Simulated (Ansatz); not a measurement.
# Crystal structures of iridium under r²SCAN

All numbers below come from DFT, r2SCAN, plane waves (500 eV) with PAW, scalar-relativistic in Ansatz 0.2.0. (PAW data from PBE, frozen cores regenerated.)

Each structure is relaxed within its own symmetry, so a high-lying one may be dynamically unstable.

Problem. Rank these structures of iridium by energy per atom, lowest first.
A. dhcp
B. bcc
C. diamond
D. omega (AlB2-type)
E. simple cubic
F. hcp
G. fcc
H. A15

Solution. G (0 meV/atom), A (44 meV/atom), F (94 meV/atom), D (361 meV/atom), H (557 meV/atom), B (631 meV/atom), C (1014 meV/atom), E (1034 meV/atom).

```tsv
structure	ΔE (meV/atom)	V (Å³/atom)	cell	magnetic state
fcc	0	14.21	a = 3.845 Å	non-magnetic
dhcp	44	14.23	a = 2.719 Å, c = 8.893 Å (c/a = 3.271)	non-magnetic
hcp	94	14.27	a = 2.727 Å, c = 4.431 Å (c/a = 1.625)	non-magnetic
omega (AlB2-type)	361	14.66	a = 4.349 Å, c = 2.686 Å (c/a = 0.618)	spin not included
A15	557	14.79	a = 4.909 Å	spin not included
bcc	631	14.80	a = 3.093 Å	ferromagnetic, net 0.81 μB per atom
diamond	1014	21.09	a = 5.526 Å	non-magnetic
simple cubic	1034	16.64	a = 2.553 Å	non-magnetic
```

ΔE counts from fcc.

Differences under about 8 meV lie within the error of the k-point mesh.
